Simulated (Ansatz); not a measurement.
SiH$_{6}$S, closed shell: a pair in one relaxed arrangement.

in.yaml

```yaml
crystal:
  periodic: [false, false, false]
  atoms:
    - {symbol: S, position_ang: [-0.002105, -0.529348, -2.307677]}
    - {symbol: H, position_ang: [-1.004519, 0.360687, -2.359791]}
    - {symbol: H, position_ang: [0.929218, 0.434451, -2.366263]}
    - {symbol: Si, position_ang: [0.015443, -0.057297, 1.398028]}
    - {symbol: H, position_ang: [-1.115112, -0.953737, 1.053886]}
    - {symbol: H, position_ang: [1.302698, -0.676130, 0.997015]}
    - {symbol: H, position_ang: [0.024559, 0.169679, 2.868227]}
    - {symbol: H, position_ang: [-0.150281, 1.251594, 0.716474]}
basis:
  gaussian: {orbitals: def2-SVP}
hamiltonian: {xc: lda}
```

Command:

```bash
ansatz run in.yaml --threads 2 --pin off --events-out ev --progress --plain --max-ram 5222MiB
```

What Ansatz 0.2.0 printed:

```
Functional definition: SPW92
  name "SPW92"
  cite "Dirac, Proc. Camb. Phil. Soc. 26, 376 (1930) doi:10.1017/S0305004100016108"
  cite "Slater, Phys. Rev. 81, 385 (1951) doi:10.1103/PhysRev.81.385"
  cite "Perdew & Wang, Phys. Rev. B 45, 13244 (1992) doi:10.1103/PhysRevB.45.13244"
  exchange = slater_x
  correlation = pw_c
749 factors; their error is unknown
mean field evaluation 1: about -18731.9731 eV, gradient 1.7e1 eV
mean field evaluation 2: about -18732.5589 eV, gradient 1.4e1 eV
mean field evaluation 4: about -18733.1201 eV, gradient 6.3e-1 eV
mean field evaluation 8: about -18733.0684 eV, gradient 5.7e-3 eV
mean field -18733.06841633 eV, -688.4275665704 hartree, gradient 1.3e-5 eV, S^2 0.000000; 0 other end points of the search recorded, 0 dependent functions left out
reference -18733.06844766 eV, -688.4275677218 hartree; 18, 18 occupied and 48, 48 virtual orbitals, 749 factors
Total energy: -18733.06844766 eV, -688.4275677218 hartree
```

The lines “mean field evaluation” count trial sets of orbitals through the whole run, from several starts and some on an approximate energy, so they need not fall steadily or lie above the final value.

The run took about 0.35 s on 2 CPU threads of an Arm Neoverse V1 (shared host).
